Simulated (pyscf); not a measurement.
Four-centre exchange: H₂B–NH₂ + hydrogen fluoride (HF) → H₂N–BH–F + hydrogen (H₂)

Gas phase, singlet surface, charge 0. Bonds broken: B1–H3, F7–H8. Bonds formed: B1–F7, H3–H8. Single points on ωB97X-D3(BJ)/def2-SVP structures (PySCF, gas phase).

Transition state (Å):

```xyz
8

B     -0.7409    -0.0180     0.4034
N      0.5179    -0.1637    -0.2260
H     -0.6210     0.4675     1.6811
H     -1.6629     0.5250    -0.1473
H      0.6021    -0.0760    -1.2296
H      1.3116    -0.6129     0.2114
F     -1.3214    -1.4133     1.1601
H     -0.9872    -0.4608     1.7799
```

One imaginary mode, 1173i cm⁻¹; descent along it reached the two sides named.

| bond | change | reactant side (Å) | saddle | product side |
|---|---|---|---|---|
| B1–H3 | breaks | 1.219 | 1.372 | 4.0 |
| F7–H8 | breaks | 0.929 | 1.184 | 2.474 |
| B1–F7 | forms | 2.8 | 1.690 | 1.347 |
| H3–H8 | forms | 1.732 | 1.003 | 0.762 |

Electronic energies relative to the separated reactants (kJ/mol):

```
level                   barrier  reaction energy  reverse barrier
----------------------  -------  ---------------  ---------------
ωB97X-D3(BJ)/def2-TZVP    107.9           -120.3            228.3
PBE/def2-TZVP              78.5           -120.2            198.7
r²SCAN/def2-TZVP           86.0           -129.6            215.7
B3LYP-D3(BJ)/def2-TZVP    106.5           -124.0            230.5
PBE0-D3(BJ)/def2-TZVP      94.9           -117.8            212.7
M06-2X/def2-TZVP          110.7           -128.5            239.2
ωB97M-D3(BJ)/def2-TZVP    106.1           -120.7            226.8
HF/def2-TZVP              183.1           -121.5            304.6
```

With ωB97M-D3(BJ)/def2-TZVP energies and thermal terms (ideal gas, 1 atm, RRHO with modes under 100 cm⁻¹ raised to 100, one conformer, R ln 2 for chiral ones without a mode under 150 cm⁻¹), in kJ/mol:

```json
[
 {"T (K)": "298", "ΔH‡": "100.4", "ΔG‡": "138.0", "ΔH": "-132.2", "ΔG": "-128.0"},
 {"T (K)": "600", "ΔH‡": "99.0", "ΔG‡": "176.7", "ΔH": "-129.7", "ΔG": "-124.7"},
 {"T (K)": "900", "ΔH‡": "99.8", "ΔG‡": "215.5", "ΔH": "-127.6", "ΔG": "-122.7"},
 {"T (K)": "1200", "ΔH‡": "101.6", "ΔG‡": "253.8", "ΔH": "-126.1", "ΔG": "-121.4"}
]
```

The same reactants have a lower exit, to H₂B–F + NH₃ (barrier +38.3 kJ/mol at ωB97M-D3(BJ)/def2-TZVP, against +106.1 kJ/mol here). This is the saddle that the search found; another between the same sides may lie lower.
